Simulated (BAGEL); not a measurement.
# HF/cc-pVDZ (density fitting with qzvpp-jkfit) run of C3H3FS (SMILES C=C1SC1F)

What is the vertical ionisation energy of C3H3FS at HF/cc-pVDZ (density fitting with qzvpp-jkfit)? 

The calculation is run with BAGEL 1.2.2.

25 further runs of the same task are left out: 25 set aside as unsound or not needed.

### 1 The structure to begin with

The species is C3H3FS (8 atoms), meant as a singlet with charge 0. As SMILES, `C=C1SC1F`. The coordinates come from a PBE0-D4/def2-TZVP relaxation.

Bond lengths: C1–C2 1.318 Å, C2–S3 1.735 Å, C2–C4 1.442 Å, S3–C4 1.820 Å, C4–F5 1.351 Å, C1–H6 1.083 Å, C1–H7 1.082 Å, C4–H8 1.086 Å. Some angles: C1–C2–S3 145.0°, C1–C2–C4 145.8°, S3–C2–C4 69.2°, C2–S3–C4 47.8°, C2–C4–S3 63.0°, C2–C4–F5 119.1°, S3–C4–F5 118.0°, C2–C1–H6 119.8°, C2–C1–H7 121.7°, C2–C4–H8 121.9°.

### 2 A single-point energy at HF/cc-pVDZ (density fitting with qzvpp-jkfit)

Input file calc.json:

```json
{ "bagel" : [

{
  "title" : "molecule",
  "basis" : "cc-pvdz.json",
  "df_basis" : "qzvpp-jkfit",
  "angstrom" : true,
  "geometry" : [
    { "atom" : "C", "xyz" : [      -0.031500,       1.391600,       0.301800 ] },
    { "atom" : "C", "xyz" : [       0.314700,       0.155900,      -0.000300 ] },
    { "atom" : "S", "xyz" : [       1.613000,      -0.867900,      -0.524600 ] },
    { "atom" : "C", "xyz" : [      -0.139400,      -1.203000,      -0.166100 ] },
    { "atom" : "F", "xyz" : [      -0.953200,      -1.501200,      -1.202400 ] },
    { "atom" : "H", "xyz" : [      -1.053900,       1.611100,       0.585100 ] },
    { "atom" : "H", "xyz" : [       0.679900,       2.206300,       0.267300 ] },
    { "atom" : "H", "xyz" : [      -0.337300,      -1.850000,       0.683400 ] }
  ]
},

{
  "title" : "hf"
},

{
  "title" : "print",
  "file" : "orbitals.molden",
  "orbitals" : true
}

]}
```

The basis set cc-pVDZ is read from a file made from the Basis Set Exchange's data (not shown).

Run with:

```bash
$ BAGEL_NUM_THREADS=1 BAGEL calc.json > calc.out
```

The log of the run:

```text
* using 1 threads per process

  ===============================================================
  ===============================================================

  *** Geometry ***

  { "atom" : "C", "xyz" : [     -0.059526,      2.629743,      0.570319 ] },
  { "atom" : "C", "xyz" : [      0.594697,      0.294608,     -0.000567 ] },
  { "atom" : "S", "xyz" : [      3.048128,     -1.640093,     -0.991350 ] },
  { "atom" : "C", "xyz" : [     -0.263428,     -2.273341,     -0.313884 ] },
  { "atom" : "F", "xyz" : [     -1.801287,     -2.836857,     -2.272207 ] },
  { "atom" : "H", "xyz" : [     -1.991582,      3.044538,      1.105679 ] },
  { "atom" : "H", "xyz" : [      1.284825,      4.169303,      0.505124 ] },
  { "atom" : "H", "xyz" : [     -0.637405,     -3.495993,      1.291439 ] },

  Number of auxiliary basis functions:      484

  Since a DF basis is specified, we compute 2- and 3-index integrals:
    o Being stored without compression. Storage requirement is 0.031 GB

  Number of basis functions:       89
  Number of electrons      :       46

    * METHOD: MOLECULE                             0.40

  *** RHF ***

  === Nuclear Repulsion ===
   208.5884852148

      * DIIS with orbital gradients will be used.

  === RHF iteration (cc-pvdz.json) ===
      0       -612.06505484          0.01447642           0.10
      1       -612.19368025          0.00915835           0.10
      2       -612.25069253          0.00164045           0.10
      3       -612.25411085          0.00059948           0.10
      4       -612.25439880          0.00021634           0.10
      5       -612.25450182          0.00009535           0.10
      6       -612.25451595          0.00002493           0.10
      7       -612.25451683          0.00000837           0.10
      8       -612.25451693          0.00000298           0.10
      9       -612.25451695          0.00000115           0.10
     10       -612.25451695          0.00000047           0.10
     11       -612.25451695          0.00000025           0.10
     12       -612.25451695          0.00000010           0.10
     13       -612.25451695          0.00000004           0.10
     14       -612.25451695          0.00000002           0.10
     15       -612.25451695          0.00000001           0.10
    * SCF iteration converged.

    * Permanent dipole moment:
           (    0.140942,    -0.273580,    -0.681841) a.u.

    * METHOD: HF                                   1.85

    * METHOD: PRINT                                0.03

  ===============================================================
```

Wall time 2.5 s (1 thread of Arm Neoverse N1, shared host); peak memory 0.12 GiB.

### 3 The doublet cation, same level

Input file job.json:

```json
{ "bagel": [

{
  "title": "molecule",
  "basis": "cc-pvdz.json",
  "df_basis": "qzvpp-jkfit",
  "angstrom": "true",
  "geometry": [
    { "atom": "C", "xyz": [      -0.031500,       1.391600,       0.301800 ] },
    { "atom": "C", "xyz": [       0.314700,       0.155900,      -0.000300 ] },
    { "atom": "S", "xyz": [       1.613000,      -0.867900,      -0.524600 ] },
    { "atom": "C", "xyz": [      -0.139400,      -1.203000,      -0.166100 ] },
    { "atom": "F", "xyz": [      -0.953200,      -1.501200,      -1.202400 ] },
    { "atom": "H", "xyz": [      -1.053900,       1.611100,       0.585100 ] },
    { "atom": "H", "xyz": [       0.679900,       2.206300,       0.267300 ] },
    { "atom": "H", "xyz": [      -0.337300,      -1.850000,       0.683400 ] }
  ]
},

{ "title": "uhf", "charge": 1, "nopen": 1 },

{ "title": "print", "file": "orbitals.molden", "orbitals": "true" }

]}
```

The basis set cc-pVDZ is read from a file made from the Basis Set Exchange's data (not shown).

Run with:

```bash
$ BAGEL_NUM_THREADS=1 BAGEL job.json > job.out
```

The log of the run:

```text
* using 1 threads per process

  ===============================================================
  ===============================================================

  *** Geometry ***

  { "atom" : "C", "xyz" : [     -0.059526,      2.629743,      0.570319 ] },
  { "atom" : "C", "xyz" : [      0.594697,      0.294608,     -0.000567 ] },
  { "atom" : "S", "xyz" : [      3.048128,     -1.640093,     -0.991350 ] },
  { "atom" : "C", "xyz" : [     -0.263428,     -2.273341,     -0.313884 ] },
  { "atom" : "F", "xyz" : [     -1.801287,     -2.836857,     -2.272207 ] },
  { "atom" : "H", "xyz" : [     -1.991582,      3.044538,      1.105679 ] },
  { "atom" : "H", "xyz" : [      1.284825,      4.169303,      0.505124 ] },
  { "atom" : "H", "xyz" : [     -0.637405,     -3.495993,      1.291439 ] },

  Number of auxiliary basis functions:      484

  Since a DF basis is specified, we compute 2- and 3-index integrals:
    o Being stored without compression. Storage requirement is 0.031 GB

  Number of basis functions:       89
  Number of electrons      :       46

    * METHOD: MOLECULE                             0.40

  *** Open-shell HF ***

  === Nuclear Repulsion ===
   208.5884852148

      * DIIS with orbital gradients will be used.

  === UHF iteration (cc-pvdz.json) ===
      0       -611.73296960          0.03003362           0.20
      1       -611.87772494          0.02008456           0.20
      2       -611.92669171          0.01248457           0.20
      3       -611.95748057          0.00120453           0.20
      4       -611.95957364          0.00045073           0.20
      5       -611.96008083          0.00030236           0.20
      6       -611.96051274          0.00025838           0.20
      7       -611.96087322          0.00019625           0.20
      8       -611.96112347          0.00006309           0.20
      9       -611.96113718          0.00002080           0.20
     10       -611.96113793          0.00001203           0.20
     11       -611.96113824          0.00000668           0.20
     12       -611.96113848          0.00000398           0.20
     13       -611.96113859          0.00000248           0.20
     14       -611.96113862          0.00000149           0.20
     15       -611.96113863          0.00000103           0.20
     16       -611.96113864          0.00000055           0.20
     17       -611.96113864          0.00000028           0.20
     18       -611.96113864          0.00000015           0.20
     19       -611.96113864          0.00000009           0.21
     20       -611.96113864          0.00000005           0.20
     21       -611.96113864          0.00000003           0.20
     22       -611.96113864          0.00000002           0.20
     23       -611.96113864          0.00000001           0.20
     24       -611.96113864          0.00000001           0.20
     25       -611.96113864          0.00000001           0.20
    * SCF iteration converged.

    * S^2 (UHF) is 0.8960

    * Permanent dipole moment:
           (   -0.598868,    -0.860315,    -0.985210) a.u.

    * METHOD: UHF                                  5.54

    * METHOD: PRINT                                0.03

  ===============================================================
```

Wall time 6.3 s (1 thread of Arm Neoverse N1, shared host); peak memory 0.12 GiB.

### 4 Results

At HF/cc-pVDZ (density fitting with qzvpp-jkfit):

| quantity | value |
| --- | --- |
| singlet C3H3FS: total energy | -612.25452 Eh |
| singlet C3H3FS: dipole moment | 1.90 D |
| singlet C3H3FS: HOMO energy | -9.22 eV |
| singlet C3H3FS: LUMO energy | 3.55 eV |
| singlet C3H3FS: HOMO–LUMO gap | 12.77 eV |
| doublet cation: total energy | -611.96114 Eh |
| doublet cation: ⟨S²⟩ | 0.896 |
| vertical ionisation energy (to the doublet cation) | 7.983 eV |

In words: Removing an electron at fixed nuclei costs 7.98 eV (770 kJ/mol). The negative HOMO energy of the first species, 9.22 eV, lies 1.24 eV above that difference. ⟨S²⟩ (doublet cation) is 0.90 where a pure doublet has 0.75: the reference is spin-contaminated.
